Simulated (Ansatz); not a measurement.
**CCSD(T)/aug-cc-pVDZ run of CH3AlO (SMILES [CH3][Al]=[O])**

Aim: the vertical ionisation energy of CH3AlO at CCSD(T)/aug-cc-pVDZ, from 2 runs. 

Program for the calculation: Ansatz 0.2.0.

61 further runs of the same task are left out: 8 that didn't finish, 53 set aside as unsound or not needed. Runs told in other sessions of the task aren't counted.

**1. The molecule**

CH3AlO: 6 atoms, total charge 0, spin state singlet. As SMILES, `[CH3][Al]=[O]`. Geometry: relaxed at PBE0-D4/def2-TZVP.

Bond lengths: C1–Al2 1.935 Å, Al2–O3 1.596 Å, C1–H4 1.092 Å, C1–H5 1.092 Å, C1–H6 1.092 Å. Angles: C1–Al2–O3 180.0°, Al2–C1–H4 110.5°, Al2–C1–H5 110.5°, Al2–C1–H6 110.5°, H4–C1–H5 108.4°, H4–C1–H6 108.4°, H5–C1–H6 108.4°.

**2. The energy at CCSD(T)/aug-cc-pVDZ**

File molecule.yaml:

```yaml
crystal:
  periodic: [false, false, false]
  atoms:
    - {symbol: C, position_ang: [-0.412500, 0.498200, -0.315400]}
    - {symbol: Al, position_ang: [0.696700, -0.841400, 0.532500]}
    - {symbol: O, position_ang: [1.611700, -1.946300, 1.232100]}
    - {symbol: H, position_ang: [0.065200, 1.479100, -0.263900]}
    - {symbol: H, position_ang: [-1.383600, 0.560900, 0.180800]}
    - {symbol: H, position_ang: [-0.577400, 0.249400, -1.366100]}
basis:
  gaussian:
    orbitals: aug-cc-pVDZ
correlation:
  method: ccsd_t
  frozen_orbitals: {Al: 5, C: 1, H: 0, O: 1}
accuracy: high
scf:
  omitted_lower_state_checks: [cluster_reference, increment]
```

The run is started by

```
$ ansatz run molecule.yaml --threads 1 --pin off --max-ram 3480MiB --events-out events.jsonl --progress --plain --runs-dir runs
```

Log:

```text
Warning: RAYON_NUM_THREADS=1 ignored (pool sized by the plan → 1); use --threads N
Functional definition: HF
  name "HF"
  exchange = exact_x
  correlation = 0
these checks for a lower state are left out or cut short: cluster_reference, increment
1876 factors; integrals over basis functions are off by at most 3.5e-9 eV
mean field evaluation 1: about -9690.8435 eV, gradient 5.6e1 eV
mean field evaluation 2: about -9690.8472 eV, gradient 5.6e1 eV
mean field evaluation 4: about -9697.5972 eV, gradient 6.6e0 eV
mean field evaluation 8: about -9697.7303 eV, gradient 4.3e-1 eV
mean field evaluation 16: about -9685.9763 eV, gradient 1.6e1 eV
mean field -9697.73248176 eV, -356.3850953455 hartree, gradient 1.2e-8 eV, S^2 0.000000; 1 other end points of the search recorded, 0 dependent functions left out
7 core orbitals not correlated: weight in the atoms' cores, before any rotation towards them, 1.000 or more for the frozen orbitals, at most 0.000 for the correlated occupied ones
reference -9697.73248176 eV, -356.3850953455 hartree; 8, 8 occupied and 85, 85 virtual orbitals, 1876 factors
second order -11.76063102 eV of doubles, -0.00000000 eV of singles
cycle   1  -11.53647903 eV  change    2.2e-1 eV  update   1.5e-1
cycle   2  -11.95253694 eV  change   -4.2e-1 eV  update   7.3e-2
cycle   3  -12.10718692 eV  change   -1.5e-1 eV  update   3.2e-2
cycle   4  -12.11001556 eV  change   -2.8e-3 eV  update   1.1e-2
cycle   5  -12.10316442 eV  change    6.9e-3 eV  update   4.0e-3
cycle   6  -12.10406441 eV  change   -9.0e-4 eV  update   1.4e-3
cycle   7  -12.10406290 eV  change    1.5e-6 eV  update   5.0e-4
cycle   8  -12.10374904 eV  change    3.1e-4 eV  update   2.0e-4
cycle   9  -12.10372350 eV  change    2.6e-5 eV  update   6.8e-5
cycle  10  -12.10376646 eV  change   -4.3e-5 eV  update   3.2e-5
cycle  11  -12.10373187 eV  change    3.5e-5 eV  update   1.7e-5
cycle  12  -12.10371611 eV  change    1.6e-5 eV  update   8.5e-6
cycle  13  -12.10372801 eV  change   -1.2e-5 eV  update   3.6e-6
cycle  14  -12.10372451 eV  change    3.5e-6 eV  update   1.7e-6
cycle  15  -12.10372613 eV  change   -1.6e-6 eV  update   6.0e-7
cycle  16  -12.10372708 eV  change   -9.5e-7 eV  update   2.2e-7
cycle  17  -12.10372702 eV  change    5.4e-8 eV  update   1.0e-7
cycle  18  -12.10372693 eV  change    9.6e-8 eV  update   4.6e-8
cycle  19  -12.10372692 eV  change    8.9e-9 eV  update   1.3e-7
cycle  20  -12.10372693 eV  change   -1.8e-8 eV  update   4.0e-8
cycle  21  -12.10372692 eV  change    1.0e-8 eV  update   1.4e-8
cycle  22  -12.10372691 eV  change    9.8e-9 eV  update   6.7e-9
cycle  23  -12.10372691 eV  change    3.0e-9 eV  update   2.6e-9
cycle  24  -12.10372691 eV  change   4.7e-10 eV  update   1.4e-9
perturbative correction -0.49302422 eV, -0.0181183058 hartree
Total energy: -9710.32923289 eV, -356.8480174111 hartree
Checks for a lower state left out: cluster_reference, increment
```

It took 18 s on 1 thread of Intel Xeon Platinum 8259CL at 2.50GHz (Skylake/Cascade Lake), shared host; peak memory 0.73 GiB.

**3. The doublet cation at the same level**

File in.yaml:

```yaml
crystal:
  periodic: [false, false, false]
  atoms:
    - {symbol: C, position_ang: [-0.412500, 0.498200, -0.315400]}
    - {symbol: Al, position_ang: [0.696700, -0.841400, 0.532500]}
    - {symbol: O, position_ang: [1.611700, -1.946300, 1.232100]}
    - {symbol: H, position_ang: [0.065200, 1.479100, -0.263900]}
    - {symbol: H, position_ang: [-1.383600, 0.560900, 0.180800]}
    - {symbol: H, position_ang: [-0.577400, 0.249400, -1.366100]}
basis:
  gaussian: {orbitals: aug-cc-pVDZ}
total_charge: 1
magnetization: {spin_polarized: true, initial_magnetization: 1}
correlation: {method: ccsd_t, frozen_orbitals: {Al: 5, C: 1, H: 0, O: 1}}
accuracy: high
scf: {omitted_lower_state_checks: [cluster_reference, increment]}
```

The run is started by

```
$ ansatz run in.yaml --threads 1 --pin off --max-ram 3480MiB --events-out events.jsonl --progress --plain --runs-dir runs
```

Log:

```text
Warning: RAYON_NUM_THREADS=1 ignored (pool sized by the plan → 1); use --threads N
[... 4 set-up lines as earlier in the session ...]
these checks for a lower state are left out or cut short: cluster_reference, increment
1876 factors; integrals over basis functions are off by at most 3.5e-9 eV
mean field evaluation 1: about -9674.6868 eV, gradient 5.2e1 eV
mean field evaluation 2: about -9674.6902 eV, gradient 5.2e1 eV
mean field evaluation 4: about -9686.6587 eV, gradient 7.4e0 eV
mean field evaluation 8: about -9689.1748 eV, gradient 1.9e0 eV
mean field evaluation 16: about -9689.2604 eV, gradient 3.5e-2 eV
mean field evaluation 32: about -9690.3842 eV, gradient 1.1e-1 eV
mean field evaluation 64: about -9690.3844 eV, gradient 6.8e-3 eV
mean field evaluation 96: about -9690.2343 eV, gradient 2.4e0 eV
mean field evaluation 128: about -9682.4025 eV, gradient 4.3e0 eV
mean field evaluation 160: about -9690.3842 eV, gradient 1.1e-1 eV
mean field evaluation 192: about -9689.2602 eV, gradient 4.4e-4 eV
mean field -9690.38431240 eV, -356.1150551022 hartree, gradient 1.3e-8 eV, S^2 0.756464; 9 other end points of the search recorded, 0 dependent functions left out
7 core orbitals not correlated: weight in the atoms' cores, before any rotation towards them, 1.000 or more for the frozen orbitals, at most 0.000 for the correlated occupied ones
reference -9690.38431240 eV, -356.1150551022 hartree; 8, 7 occupied and 85, 86 virtual orbitals, 1876 factors
second order -9.24779116 eV of doubles, -0.00000000 eV of singles
cycle   1  -9.83926302 eV  change   -5.9e-1 eV  update   7.4e-2
cycle   2  -10.07973012 eV  change   -2.4e-1 eV  update   2.3e-2
cycle   3  -10.15055594 eV  change   -7.1e-2 eV  update   1.4e-2
cycle   4  -10.15214145 eV  change   -1.6e-3 eV  update   4.1e-3
cycle   5  -10.15046070 eV  change    1.7e-3 eV  update   1.9e-3
cycle   6  -10.15118589 eV  change   -7.3e-4 eV  update   8.7e-4
cycle   7  -10.15153172 eV  change   -3.5e-4 eV  update   3.7e-4
cycle   8  -10.15164273 eV  change   -1.1e-4 eV  update   1.4e-4
cycle   9  -10.15166855 eV  change   -2.6e-5 eV  update   5.1e-5
cycle  10  -10.15165999 eV  change    8.6e-6 eV  update   2.2e-5
cycle  11  -10.15166157 eV  change   -1.6e-6 eV  update   1.1e-5
cycle  12  -10.15166317 eV  change   -1.6e-6 eV  update   5.3e-6
cycle  13  -10.15166536 eV  change   -2.2e-6 eV  update   2.7e-6
cycle  14  -10.15166555 eV  change   -2.0e-7 eV  update   1.3e-6
cycle  15  -10.15166544 eV  change    1.2e-7 eV  update   6.0e-7
cycle  16  -10.15166530 eV  change    1.3e-7 eV  update   3.0e-7
cycle  17  -10.15166526 eV  change    4.1e-8 eV  update   2.0e-7
cycle  18  -10.15166532 eV  change   -5.8e-8 eV  update   1.7e-7
cycle  19  -10.15166537 eV  change   -4.6e-8 eV  update   1.6e-7
cycle  20  -10.15166538 eV  change   -1.8e-8 eV  update   1.7e-7
cycle  21  -10.15166546 eV  change   -7.2e-8 eV  update   1.3e-7
cycle  22  -10.15166548 eV  change   -2.8e-8 eV  update   1.1e-7
cycle  23  -10.15166550 eV  change   -1.2e-8 eV  update   8.2e-8
cycle  24  -10.15166547 eV  change    2.1e-8 eV  update   3.9e-8
cycle  25  -10.15166545 eV  change    2.1e-8 eV  update   2.1e-8
cycle  26  -10.15166545 eV  change    6.2e-9 eV  update   1.0e-8
cycle  27  -10.15166545 eV  change    2.2e-9 eV  update   5.7e-9
cycle  28  -10.15166545 eV  change   1.6e-10 eV  update   4.0e-9
cycle  29  -10.15166545 eV  change  -2.1e-10 eV  update   3.6e-9
cycle  30  -10.15166545 eV  change  -1.1e-12 eV  update   3.4e-9
cycle  31  -10.15166545 eV  change   7.9e-11 eV  update   3.4e-9
cycle  32  -10.15166545 eV  change  -3.2e-11 eV  update   3.4e-9
cycle  33  -10.15166545 eV  change   3.0e-12 eV  update   3.4e-9
cycle  34  -10.15166545 eV  change  -4.5e-10 eV  update   3.4e-9
cycle  35  -10.15166545 eV  change  -5.3e-10 eV  update   3.3e-9
cycle  36  -10.15166545 eV  change  -1.7e-11 eV  update   3.0e-9
cycle  37  -10.15166545 eV  change   4.5e-10 eV  update   2.4e-9
cycle  38  -10.15166545 eV  change   7.6e-10 eV  update   1.9e-9
perturbative correction -0.28489856 eV, -0.0104698291 hartree
Total energy: -9700.82087641 eV, -356.4985917554 hartree
Checks for a lower state left out: cluster_reference, increment
```

It took 2.2 min on 1 thread of Intel Xeon Platinum 8259CL at 2.50GHz (Skylake/Cascade Lake), shared host; peak memory 1.4 GiB.

**4. Outcome**

At CCSD(T)/aug-cc-pVDZ, 7 core orbitals frozen:

| quantity | value |
| --- | --- |
| singlet CH3AlO: total energy | -356.84802 Eh |
| singlet CH3AlO: correlation energy (7 core orbitals frozen) | -462.9 mEh |
| singlet CH3AlO: (T) correction | -18.12 mEh |
| singlet CH3AlO: T1 diagnostic | 0.026 |
| doublet cation: total energy | -356.49859 Eh |
| doublet cation: correlation energy (7 core orbitals frozen) | -383.5 mEh |
| doublet cation: (T) correction | -10.47 mEh |
| doublet cation: ⟨S²⟩ of the reference determinant | 0.756 |
| doublet cation: T1 diagnostic | 0.015 |
| vertical ionisation energy (to the doublet cation) | 9.508 eV |

What this shows: The vertical ionisation energy comes to 9.51 eV (917 kJ/mol). The T1 diagnostic (singlet CH3AlO) of 0.026 is above the customary mark for such species, so a single reference may not serve. The triples (singlet CH3AlO) make up 3.9 % of the correlation energy. The triples (doublet cation) make up 2.7 % of the correlation energy.
